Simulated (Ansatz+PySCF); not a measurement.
**doublet C₂H₅O: levels of theory in one basis**

```json
{"atom": "C", "x (Å)": "0.9884", "y (Å)": "-0.5494", "z (Å)": "0.0000"}
{"atom": "C", "x (Å)": "0.0164", "y (Å)": "0.5698", "z (Å)": "0.0000"}
{"atom": "O", "x (Å)": "-1.2437", "y (Å)": "-0.0181", "z (Å)": "0.0000"}
{"atom": "H", "x (Å)": "0.1633", "y (Å)": "1.1858", "z (Å)": "0.8965"}
{"atom": "H", "x (Å)": "0.1633", "y (Å)": "1.1858", "z (Å)": "-0.8965"}
{"atom": "H", "x (Å)": "2.0030", "y (Å)": "-0.1452", "z (Å)": "0.0000"}
{"atom": "H", "x (Å)": "0.8529", "y (Å)": "-1.1680", "z (Å)": "0.8881"}
{"atom": "H", "x (Å)": "0.8529", "y (Å)": "-1.1680", "z (Å)": "-0.8881"}
```

Basis set: cc-pVTZ (spherical functions). Frozen core: 3 orbitals. Correlation on ROHF uses semicanonical orbitals with singles. Charge 0, multiplicity 2.

Computed with Ansatz (development build ahead of 0.2.0); each method stands on the lowest determinant of its kind that the runs found.

| method | E − E(ROHF) (eV) | <S²> of the determinant |
| --- | --- | --- |
| ROHF | 0.00 | 0.75 |
| UHF | -0.15 | 0.76 |
| ROHF-MP2 | -14.89 | – |
| UHF-MP2 | -14.88 | 0.76 |

Task: What does ROHF-CCSD(T) give on the same scale?

Result: -16.46 eV.

The restricted and unrestricted rows may stand on different electronic states: another unrestricted solution lies nearer the restricted one.

Caution for ROHF-MP2, UHF-MP2: forces differ strongly between restricted and unrestricted references.
